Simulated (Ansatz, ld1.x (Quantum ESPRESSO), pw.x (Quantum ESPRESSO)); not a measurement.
# Mo: one change to the RRKJ potential, in the atom and in the bcc crystal

```
Element                 : Mo
Generator               : ld1.x (Quantum ESPRESSO) 7.5
Type                    : norm-conserving RRKJ (Kleinman–Bylander form)
Functional              : LDA (PW92)
Relativity              : scalar-relativistic
Frozen core             : [Kr]
Valence charge          : 6
Reference configuration : 4d5 5s1 5p0
Partial waves           : 5p (bound, empty): rc 2.75 bohr; 4d (bound): rc 2.30 bohr; 5s (bound): rc 2.70 bohr
Local potential         : the s channel
Core correction         : none
rho0                    : 0.01
```

Change: wave 5s (bound): rc 2.70 bohr becomes 5s (bound): rc 3.46 bohr.

Cutoffs, loose and tight: the cutoffs (Ry, on a coarse ladder) from which the occupation-weighted sum of valence levels, in a spherical-Bessel basis at the reference potential, stays within 10 and 1 mRy of its value at 400 Ry. They do not see the model core or the augmentation charge, which bear on the density cutoff. Test errors are all-electron minus pseudo excitation energies from the reference, over the configurations 4d5 5s0 5p0; 4d4 5s0 5p0; 4d3 5s0 5p0; 4d5 5s0.5 5p0; 4d2 5s0 5p0; 4d4 5s2 5p0; 4d5.5 5s0.5 5p0 (two spin-polarised tests are not counted in the largest error); variants that change the core or the reference have their own tests.

Crystal test: bcc Mo in pw.x 7.5, no spin, 15³ k-points, Fermi–Dirac smearing 0.01 Ry, cutoffs set for each file from its atomic test. The reference is all-electron LAPW (Ansatz 0.2.0) with the same functional, mesh and smearing; V0 and B0 come from Birch–Murnaghan fits to the pressures at five volumes. Errors are pseudo minus all-electron; Δ is the rms difference of the E(V) curves that follow from these fits, minima aligned, over ±6 % about the mean V0. Mesh and smearing are coarse, so the numbers serve the comparison and aren't converged zero-temperature values; the lattice is a test structure that the element need not adopt.

All-electron: a0 = 3.113 Å (V0 = 15.08 Å³/atom), B0 = 291.6 GPa.

Task: Does the change bring the crystal closer to the all-electron result?

Result: The mean pressure error goes from +9.33 to -0.54 GPa, so the change moves the solid closer to the all-electron pressures.

```json
{"quantity": "outcome (atom)", "base": "generated", "changed": "generated"}
{"quantity": "cutoff, loose (atom)", "base": "30 Ry", "changed": "30 Ry"}
{"quantity": "cutoff, tight (atom)", "base": "35 Ry", "changed": "35 Ry"}
{"quantity": "bound ghosts (atom)", "base": "none", "changed": "none"}
{"quantity": "largest test error (meV) (atom)", "base": "-192", "changed": "-296"}
{"quantity": "cutoffs in pw.x (Ry)", "base": "45/180", "changed": "45/180"}
{"quantity": "a0 (Å)", "base": "3.144", "changed": "3.111"}
{"quantity": "a0 error (%)", "base": "+1.01", "changed": "-0.06"}
{"quantity": "B0 error (%)", "base": "-1.7", "changed": "-0.2"}
{"quantity": "Δ (meV/atom)", "base": "29.3", "changed": "1.7"}
{"quantity": "mean pressure error (GPa)", "base": "+9.33", "changed": "-0.54"}
```

Base: The largest radius (2.75 bohr) exceeds half the bond length (2.55 bohr), so the spheres overlap, which is one possible source of error among others. This is a poor potential for the solid. Changed file: The largest radius (3.46 bohr) exceeds half the bond length (2.55 bohr), so the spheres overlap, which is one possible source of error among others. The atomic cutoffs weigh occupied waves only.
